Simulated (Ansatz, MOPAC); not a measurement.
Ladder of methods for the band gap of anatase TiO2 (metastable phase)

Reference value: 3.42 eV (measured, low temperature, zero-point motion not removed, gap of extended states, from the Urbach tail; as tabulated in Kang and Hybertsen (2010), arXiv:1006.4085).

```json
[
 {"level (code)": "PM7 semi-empirical Hartree-Fock (MOPAC)", "value (eV)": "7.72", "cell (Å³/atom)": "12.96", "difference (eV)": "+4.30"},
 {"level (code)": "LDA (Ansatz)", "value (eV)": "2.01 (indirect)", "cell (Å³/atom)": "11.35", "difference (eV)": "-1.41"},
 {"level (code)": "PBE (Ansatz)", "value (eV)": "2.12 (indirect)", "cell (Å³/atom)": "11.35", "difference (eV)": "-1.30"},
 {"level (code)": "RPBE (Ansatz)", "value (eV)": "2.16 (indirect)", "cell (Å³/atom)": "11.35", "difference (eV)": "-1.26"},
 {"level (code)": "PBE-D3(BJ) (Ansatz)", "value (eV)": "2.11 (indirect)", "cell (Å³/atom)": "11.44", "difference (eV)": "-1.31"},
 {"level (code)": "rVV10 (Ansatz)", "value (eV)": "2.04 (indirect)", "cell (Å³/atom)": "11.74", "difference (eV)": "-1.38"},
 {"level (code)": "r²SCAN+rVV10 (Ansatz)", "value (eV)": "2.51 (indirect)", "cell (Å³/atom)": "11.32", "difference (eV)": "-0.91"},
 {"level (code)": "HSE06 (Ansatz)", "value (eV)": "3.61 (indirect)", "cell (Å³/atom)": "11.35", "difference (eV)": "+0.19"},
 {"level (code)": "Hartree–Fock (Ansatz)", "value (eV)": "12.74 (indirect)", "cell (Å³/atom)": "11.35", "difference (eV)": "+9.32"}
]
```

Leaving aside PM7 semi-empirical Hartree-Fock (MOPAC) (doubt noted below): Of the ranked levels HSE06 (+0.19 eV) comes nearest. Farthest off among them: Hartree–Fock (+9.32 eV). Of the ranked levels only HSE06 lands within 0.5 eV.

Semilocal Kohn–Sham gaps run low as a rule, and all computed gaps are for a static lattice, while measured ones hold electron–phonon shifts unless said otherwise.  PM7 semi-empirical Hartree-Fock (MOPAC): the cell has another shape than the first-principles one, perhaps another minimum in the same group. PM7 semi-empirical Hartree-Fock (MOPAC): the gap is read on the k mesh or supercell of the run alone and can be too large. PM7 semi-empirical Hartree-Fock (MOPAC): the method was fitted mainly to molecules. PM7 semi-empirical Hartree-Fock (MOPAC): gaps of these semi-empirical methods are Hartree–Fock-like level differences, and their formation enthalpies are fitted 298 K values. Values are at the measured cell; PM7 semi-empirical Hartree-Fock (MOPAC) at the level's own relaxed cell; PBE-D3(BJ) at the level's own equilibrium cell; rVV10 at the level's own relaxed cell; r²SCAN+rVV10 at the level's own equilibrium cell. Cutoffs and k meshes differ between the levels. Ansatz's density-functional and Hartree–Fock values are scalar-relativistic unless marked +SOC, with PAW data made under PBE.

Differences are worked out from the printed values.

Ansatz is a quantum-chemistry and plane-wave program.
